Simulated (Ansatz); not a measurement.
Basis-set extrapolation for HN (triplet) (PBE0-D4/def2-TZVP geometry, frozen core, the Gaussian-basis code of Ansatz). Multiplicity 3, UHF reference.

```json
{"": "HF", "def2-TZVPP": "-54.983570", "def2-QZVPP": "-54.985898"}
{"": "MP2 correlation", "def2-TZVPP": "-0.135937", "def2-QZVPP": "-0.147250"}
{"": "CCSD(T) correlation", "def2-TZVPP": "-0.158930", "def2-QZVPP": "-0.169144"}
```

Energies in hartree. Use E(X) = E(∞) + A·exp(−7.88·√X) for Hartree–Fock and E(X) = E(∞) + B·X^(−2.97) for correlation, with X = 3 and 4.

Question: What is the CCSD(T) energy at the basis-set limit?

Answer: HF limit: -54.985898 + (-0.002328) × 0.13774 = -54.98622. Correlation limit: -0.169144 + (-0.010214) × 0.74074 = -0.17671. Total: -55.16293 hartree, 0.56 eV below CCSD(T)/def2-TZVPP.
